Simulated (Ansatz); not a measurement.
**SiH₄S (triplet): the correlation ladder at distance Si1–H5 along a hydrogen transfer = 1.381 Å, cc-pVDZ**

How much of the correlation energy of SiH₄S (triplet) does each wave-function method recover here?

The runs use Ansatz 0.2.0, Gaussian basis; cc-pVDZ, core rule «outside noble gas», up to 10 orbitals frozen.

Plan: UHF; CCSD(T) on ROHF; CCSD(T) on UHF; BCCD(T) on ROHF; CISD; CCSDT(Q) on ROHF; CCSDT(Q) on UHF; CASSCF and MRCISD+Q, 4 electrons in 4 orbitals; CASSCF and NEVPT2, 4 electrons in 4 orbitals.

11 further runs of the same task are left out: 1 for a mislabelled method, 10 that didn't finish.

### 1 What is computed

The geometry derives from fragments relaxed apart (PBE0/def2-TZVP) and kept rigid, so it is no stationary point. A hydrogen atom is moved between rigid fragments.

6 atoms, charge 0, spin multiplicity 3.

Atoms are counted from 1 here; the program's logs count them from 0.

Bond lengths: Si1–H2 1.485 Å, Si1–H3 1.485 Å, Si1–H4 1.485 Å, Si1–H5 1.381 Å. Angles: H2–Si1–H3 109.5°, H2–Si1–H4 109.5°, H2–Si1–H5 109.5°, H3–Si1–H4 109.5°, H3–Si1–H5 109.5°, H4–Si1–H5 109.5°.

### 2 UHF

The input, in.yaml:

```yaml
crystal:
  periodic: [false, false, false]
  atoms:
    - {symbol: Si, position_ang: [-1.650526, 0.000000, 0.000000]}
    - {symbol: H, position_ang: [-2.145398, 1.399708, 0.000000]}
    - {symbol: H, position_ang: [-2.145398, -0.699854, 1.212183]}
    - {symbol: H, position_ang: [-2.145398, -0.699854, -1.212182]}
    - {symbol: H, position_ang: [-0.269526, 0.000000, 0.000000]}
    - {symbol: S, position_ang: [1.656474, 0.000000, 0.000000]}
basis:
  gaussian: {orbitals: cc-pVDZ}
magnetization: {spin_polarized: true, initial_magnetization: 2}
hamiltonian: {xc: hf}
output: {orbitals: {seedname: orbitals}}
```

Launch:

```console
$ ansatz run in.yaml --threads 1 --pin off --events-out ev --progress --plain --max-ram 2393MiB
```

Further steps of the session: CCSD(T) on ROHF; CCSD(T) on UHF; BCCD(T) on ROHF; CISD; CCSDT(Q) on ROHF; CCSDT(Q) on UHF; CASSCF and MRCISD+Q, 4 electrons in 4 orbitals; CASSCF and NEVPT2, 4 electrons in 4 orbitals.

Q: Predict the results of all the runs planned. Wanted: UCCSDT(Q) below the RHF energy; RMP2 from UCCSDT(Q); UMP2 from UCCSDT(Q); RCCSD from UCCSDT(Q); RCCSD(T) from UCCSDT(Q); UCCSD(T) from UCCSDT(Q); RCCSDT(Q) from UCCSDT(Q); NEVPT2 pair from UCCSDT(Q); MRCISD+Q pair from UCCSDT(Q).

**Answer**, as computed:

| quantity | value |
| --- | --- |
| UCCSDT(Q) below the RHF energy | -7.2781 eV |
| RMP2 from UCCSDT(Q) | +1455.7 meV |
| UMP2 from UCCSDT(Q) | +1477.5 meV |
| RCCSD from UCCSDT(Q) | +153.2 meV |
| RCCSD(T) from UCCSDT(Q) | +31.8 meV |
| UCCSD(T) from UCCSDT(Q) | +31.2 meV |
| RCCSDT(Q) from UCCSDT(Q) | +0.4 meV |
| NEVPT2 pair from UCCSDT(Q) | +1448.3 meV |
| MRCISD+Q pair from UCCSDT(Q) | +32.8 meV |
| levels within 1 kcal/mol (43 meV) | RCCSD(T), UCCSD(T), BCCD(T), RCCSDT, UCCSDT, RCCSDT(Q), MRCISD+Q pair |
| T1 diagnostic | 0.015 |

What this shows: RCCSD(T) lands +31.8 meV from the yardstick (0.4 % of the correlation energy). Of the multireference levels listed MRCISD+Q pair comes nearest in total energy (+32.8 meV), which doesn't show that its space is the better one. These misses are within one basis, not against nature; the frozen cores of restricted and unrestricted runs differ, which can shift their rows.
